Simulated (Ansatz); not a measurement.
# H$_{2}$Si–B⁺, triplet: reading a ladder of total energies

Geometry: that of the H2Si–B, doublet, kept fixed.

```yaml
atoms:
  - { symbol: Si, position_ang: [-0.0850, 0.0000, 0.4943] }
  - { symbol: B, position_ang: [0.0885, 0.0000, -1.4519] }
  - { symbol: H, position_ang: [0.7098, -1.2068, 0.8997] }
  - { symbol: H, position_ang: [0.7098, 1.2068, 0.8997] }
```

Basis 6-31G; Ansatz 0.2.0. Correlated methods freeze the noble-gas cores, which leaves 8 electrons in 20 orbitals. R marks a restricted (for open shells ROHF) determinant, U an unrestricted one.

Full CI is exact within this basis and frozen core; it isn't the basis-set limit. The frozen core follows each run's orbitals, which can shift R against U totals by a few meV.

Runs differ by some tens of microhartree through their thresholds and, for an open shell, their frozen cores, so steps under 0.1 kcal/mol mean nothing.

```tsv
level	total energy (hartree)
UHF	-314.271444
UMP2	-314.335880
UCCSD	-314.367180
UCCSD(T)	-314.369457
UCCSDT	-314.370411
UCCSDT(Q)	-314.370510
UCCSDTQ	-314.370498
full CI	-314.370491
```

**Question.** What is the correlation energy at full CI, and what share of it do UMP2 and UCCSDT recover?

**Answer.** E(corr) = -314.370491 − (-314.271444) = -0.099047 hartree = -2.695 eV. UMP2: -0.064436 / -0.099047 = 65.06 %. UCCSDT: -0.098967 / -0.099047 = 99.92 %.

**Question.** By how many kcal/mol does UCCSD(T) miss full CI (1 hartree = 627.509 kcal/mol), and which steps make up the rest?

**Answer.** -314.369457 − (-314.370491) = 0.001034 hartree = 0.65 kcal/mol. Steps: UCCSDT − UCCSD(T) = -0.60, UCCSDT(Q) − UCCSDT = -0.06, UCCSDTQ − UCCSDT(Q) = 0.01, full CI − UCCSDTQ = 0.00 kcal/mol. That is within 1 kcal/mol of the reference in this basis, which itself misses far more of the correlation at the basis-set limit.
